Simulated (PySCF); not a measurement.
# C4H4N2: the cost of one run

Programs: PySCF 2.14.0, with routines of our own; each step states its level. All values are computed. Atoms count from 0.

## Step 1: The system as given

10 atoms, charge 0, multiplicity 1; geometry from: GFN2-xTB.

## Step 2: Optimising the geometry at PBE0/def2-SVP

What the job is given:

```
{"job": {"xc": "PBE0", "basis": "def2-SVP", "grid": 1, "kind": "geom"}, "charge": 0, "multiplicity": 1}
C      1.097180    -0.744340     0.032723
C      1.160006     0.643527     0.017819
N      0.063724     1.385006    -0.019024
C     -1.095352     0.745334    -0.038882
C     -1.158291    -0.642512    -0.020771
N     -0.061911    -1.383965     0.013517
H      1.985319    -1.360640     0.060349
H      2.100148     1.177464     0.035139
H     -1.983522     1.361419    -0.069298
H     -2.098418    -1.176638    -0.034100
```

Command:

```console
OMP_NUM_THREADS=1 python excited_run.py task.json out
```

This one command runs all jobs of the session in turn.

**Question.** How long does this first job take on 1 thread of Arm Neoverse V2, shared host, and how much memory does it need?

About 6 s, with a peak of 0.46 GiB.
